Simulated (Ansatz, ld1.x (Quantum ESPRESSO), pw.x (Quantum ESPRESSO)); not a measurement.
# pw.x on diamond Sr: one setting changed

Potential: norm-conserving Troullier–Martins (Kleinman–Bylander form), ld1.x (Quantum ESPRESSO) 7.5, PBEsol; core [Kr], reference 4d0 5s2 5p0; waves: 5p (bound, empty): rc 3.35 bohr; 4d (bound, empty): rc 3.75 bohr; 5s (bound): rc 2.70 bohr; local part: the s channel; core correction: Bessel-smoothed model core inside 1.60 bohr.

The reference run (k-mesh 8³, cutoffs 50/200 Ry, Fermi–Dirac 0.01 Ry, mixing_beta 0.4, conv_thr 1e-9, no spin) gives -0.01 GPa at 101.887 Å³/atom, where all-electron LAPW gives -0.00 GPa. This run, with its own iteration cap, changes mixing_mode to local-TF.

```
&control
  calculation='scf', prefix='x', pseudo_dir='./', outdir='./tmp', tstress=.true., disk_io='none'
/
&system
  ibrav=0, nat=2, ntyp=1, ecutwfc=50, ecutrho=200, nbnd=9,
  occupations='smearing', smearing='fd', degauss=0.01
/
&electrons
  conv_thr=1e-09, mixing_beta=0.4, electron_maxstep=60, mixing_mode='local-TF'
/
ATOMIC_SPECIES
Sr 1.0 Sr.UPF
CELL_PARAMETERS angstrom
  0.00000000 4.67060269 4.67060269
  4.67060269 0.00000000 4.67060269
  4.67060269 4.67060269 0.00000000
ATOMIC_POSITIONS crystal
Sr 0.0000 0.0000 0.0000
Sr 0.2500 0.2500 0.2500
K_POINTS automatic
8 8 8 0 0 0
```

```bash
pw.x < Sr.scf.in > Sr.scf.out
```

Task: How does the run end?

Result: It converges in 10 iterations; the free energy moves by +0.0 meV/atom and the pressure by +0.00 GPa. The result is that of the reference run.

```
Message from routine setup:
     using ibrav=0 with symmetry is DISCOURAGED, use correct ibrav instead
     lattice parameter (alat)  =      12.4821  a.u.
     unit-cell volume          =    1375.1351 (a.u.)^3
     number of electrons       =         4.00
     number of Kohn-Sham states=            9
     kinetic-energy cutoff     =      50.0000  Ry
     charge density cutoff     =     200.0000  Ry
     scf convergence threshold =      1.0E-09
     Exchange-correlation= PBESOL
     number of k points=    29  Fermi-Dirac smearing, width (Ry)=  0.0100
     iteration #  1     ecut=    50.00 Ry     beta= 0.40
     total energy              =     -29.65627434 Ry
     estimated scf accuracy    <       0.00160821 Ry
     iteration #  2     ecut=    50.00 Ry     beta= 0.40
     total energy              =     -29.65704468 Ry
     estimated scf accuracy    <       0.00086918 Ry
     iteration #  3     ecut=    50.00 Ry     beta= 0.40
     total energy              =     -29.65712468 Ry
     estimated scf accuracy    <       0.00003164 Ry
     iteration #  4     ecut=    50.00 Ry     beta= 0.40
     total energy              =     -29.65721600 Ry
     estimated scf accuracy    <       0.00000913 Ry
     iteration #  5     ecut=    50.00 Ry     beta= 0.40
     total energy              =     -29.65721989 Ry
     estimated scf accuracy    <       0.00000081 Ry
     iteration #  6     ecut=    50.00 Ry     beta= 0.40
     total energy              =     -29.65722174 Ry
     estimated scf accuracy    <       0.00000169 Ry
     iteration #  7     ecut=    50.00 Ry     beta= 0.40
     total energy              =     -29.65722195 Ry
     estimated scf accuracy    <       0.00000004 Ry
     iteration #  8     ecut=    50.00 Ry     beta= 0.40
     total energy              =     -29.65722203 Ry
     estimated scf accuracy    <          5.1E-09 Ry
     iteration #  9     ecut=    50.00 Ry     beta= 0.40
     total energy              =     -29.65722205 Ry
     estimated scf accuracy    <          7.8E-09 Ry
     iteration # 10     ecut=    50.00 Ry     beta= 0.40
     the Fermi energy is    -0.1301 ev
!    total energy              =     -29.65722205 Ry
     estimated scf accuracy    <          2.9E-10 Ry
     smearing contrib. (-TS)   =      -0.01553109 Ry
     The total energy is F=E-TS. E is the sum of the following terms:
     one-electron contribution =       1.30453827 Ry
     hartree contribution      =       0.08235442 Ry
     xc contribution           =     -28.58729631 Ry
     ewald contribution        =      -2.44128734 Ry
     convergence has been achieved in  10 iterations
          total   stress  (Ry/bohr**3)                   (kbar)     P=       -0.06
     Message from routine punch:
     Nothing written, as per user request (disk_io='none')
```

The run took about 35 s on one core of a shared host (Intel(R) Xeon(R) Platinum 8488C, 96 threads, 744 GiB, load 15).
